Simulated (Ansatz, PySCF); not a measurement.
Gas-phase reaction in SMILES: COC + H+ -> C[OH+]C
Each molecule is optimised on its own at B3LYP-D3(BJ)/def2-TZVP (Ansatz, a quantum-chemistry and plane-wave program).

Wanted: proton affinity (enthalpy at 298 K, with B3LYP-D3(BJ) rigid-rotor harmonic-oscillator terms from PySCF), positive where the reaction releases energy, in eV. Valence correlation only, unless marked. Spin-orbit coupling is left out. No relativistic terms. Basis-set limits of correlation are two-point, X^-3; Hartree-Fock from the larger set. The bracket is a focal-point correction in the basis named.

| level | program | proton affinity (eV) | minus last row |
|---|---|---|---|
| PBE-D3(BJ)/def2-TZVPD | Ansatz + dftd3 | 8.08 | -0.13 |
| r2SCAN/def2-TZVPD | Ansatz | 8.14 | -0.07 |
| HSE06/def2-TZVPD | Ansatz | 8.14 | -0.07 |
| LC-wPBE-D3(BJ)/def2-TZVPD | Ansatz + dftd3 | 8.21 | 0.00 |
| MP2/6-31G* | Ansatz | 8.16 | -0.05 |
| MP2/cc-pVDZ | Ansatz | 8.31 | 0.10 |
| RI-MP2/CBS(cc-pVTZ,cc-pVQZ)+[CCSD(T)-MP2]/cc-pVTZ | Ansatz | 8.21 | 0.00 |
